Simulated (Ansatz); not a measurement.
The input, for Ansatz 0.2.0:

```yaml
crystal:
  periodic: [false, false, false]
  atoms:
    - {symbol: B, position_ang: [0.000000, 0.000000, 0.234431]}
    - {symbol: O, position_ang: [0.000000, 0.000000, -1.641569]}
    - {symbol: H, position_ang: [0.000000, 0.000000, 1.407138]}
basis:
  gaussian: {orbitals: "6-31++G**"}
magnetization: {spin_polarized: true, initial_magnetization: 0}
correlation: {method: bccd_t, electrons: outside_noble_gas}
```

```sh
$ ansatz run in.yaml --threads 1 --pin off --events-out ev --progress --plain --max-ram 2393MiB
```

Log:

```
387 factors; integrals over basis functions are off by at most 1.2e-3 eV
mean field evaluation 1: about -2709.0626 eV, gradient 4.0e1 eV
mean field evaluation 2: about -2709.0633 eV, gradient 4.0e1 eV
mean field evaluation 4: about -2717.9629 eV, gradient 5.2e0 eV
mean field evaluation 8: about -2718.5602 eV, gradient 1.7e-1 eV
mean field evaluation 16: about -2718.5945 eV, gradient 9.6e-1 eV
mean field evaluation 32: about -2719.4655 eV, gradient 2.9e0 eV
mean field evaluation 64: about -2718.6586 eV, gradient 1.0e-4 eV
mean field evaluation 96: about -2718.0096 eV, gradient 5.2e0 eV
mean field evaluation 128: about -2719.5276 eV, gradient 2.6e-2 eV
mean field evaluation 160: about -2719.5355 eV, gradient 1.9e-4 eV
...
cycle  13  -7.88079151 eV  change    5.4e-4 eV  update   1.0e-4
cycle  14  -7.88077475 eV  change    1.7e-5 eV  update   4.9e-5
cycle  15  -7.88076381 eV  change    1.1e-5 eV  update   3.8e-5
cycle  16  -7.88069523 eV  change    6.9e-5 eV  update   2.8e-5
cycle  17  -7.88068284 eV  change    1.2e-5 eV  update   1.8e-5
cycle  18  -7.88066307 eV  change    2.0e-5 eV  update   1.2e-5
cycle  19  -7.88067128 eV  change   -8.2e-6 eV  update   7.1e-6
cycle  20  -7.88067593 eV  change   -4.7e-6 eV  update   4.0e-6
cycle  21  -7.88068693 eV  change   -1.1e-5 eV  update   2.8e-6
cycle  22  -7.88068763 eV  change   -7.0e-7 eV  update   1.5e-6
perturbative correction -0.95566284 eV, -0.0351199614 hartree
Total energy: -2727.60014808 eV, -100.2374566082 hartree
```

Ran on 1 thread of Intel Xeon Platinum 8375C, shared host: 19 s wall, 0.18 GiB peak host memory.
